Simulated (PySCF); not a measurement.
**quartet AlO at U-wB97M-V/def2-TZVPPD**

Aim: a single-point energy of quartet AlO. Input form: a Python script.

Program for the calculation: PySCF 2.14.0.

1 further run of the same task is left out (set aside as unsound or not needed).

**1. Starting point**

The species is AlO (2 atoms), meant as a quartet with charge 0. SMILES of the parent species: `[O]=[Al]`. The shape is that of a PBE0-D4/def2-TZVP optimisation. That shape belongs to the parent species and isn't relaxed for this state.

Bond lengths: O1–Al2 1.620 Å.

**2. The energy at U-wB97M-V/def2-TZVPPD**

Contents of start.xyz:

```xyz
2
AlO
O      0.000000     0.000000    -0.024920
Al     0.000000     0.000000     1.594970
```

Contents of input.py:

```python
from pyscf import gto, dft

mol = gto.M(
    atom='start.xyz',
    charge=0,
    verbose=3,
    spin=3,
    max_memory=1860,
    basis='def2-tzvppd',
)

calc0 = dft.UKS(mol, xc='wb97m-v')
calc0.conv_tol = 1e-10
calc0.grids.level = 5
calc0.nlcgrids.level = 1
calc0.kernel()
if not calc0.converged:
    calc0 = calc0.newton().run(calc0.mo_coeff, calc0.mo_occ)

energy = calc0.e_tot
print('E = %.10f Eh' % energy)
```

Command:

```
OMP_NUM_THREADS=1 python input.py
```

The log of the run:

```text
WARN: HOMO -0.000729173926714418 >= LUMO -0.470860860901536

converged SCF energy = -317.467915964581  <S^2> = 3.753649  2S+1 = 4.0018241
E = -317.4679159646 Eh
```

It took 54 s on 1 thread of Arm Neoverse V1, shared host; peak memory 0.46 GiB.

**3. Summary of results**

Level: U-wB97M-V/def2-TZVPPD.

```
                          quantity          value
                      total energy  -317.46792 Eh
                     dipole moment         1.09 D
HOMO energy (highest over α and β)       -5.35 eV
 LUMO energy (lowest over α and β)       -3.12 eV
                              ⟨S²⟩          3.754
```
